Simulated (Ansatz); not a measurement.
The input, for Ansatz 0.2.0:

```yaml
crystal:
  periodic: [false, false, false]
  atoms:
    - {symbol: Al, position_ang: [0.000000, 0.000000, -2.500267]}
    - {symbol: Ga, position_ang: [0.000000, 0.000000, -0.191867]}
    - {symbol: H, position_ang: [0.000000, 0.000000, 2.692133]}
basis:
  gaussian: {orbitals: 6-31G}
magnetization: {spin_polarized: false, initial_magnetization: 3}
correlation: {method: fic_mrcisd_q, electrons: all, active_space: {window: {electrons: 5, orbitals: 5}, places: [1, 2]}}
scf: {lower_state_search: light}
```

```sh
$ ansatz run in.yaml --threads 1 --pin off --events-out ev --progress --plain --max-ram 2393MiB
```

One thing in this input was set wrong on purpose, beside settings that are merely unusual. What is the gravest fault, and what does the program do?

Two definitions of the active space. How the run ends: refused.
```
Error: invalid value for `correlation.active_space`: name one of window, places and ras
```
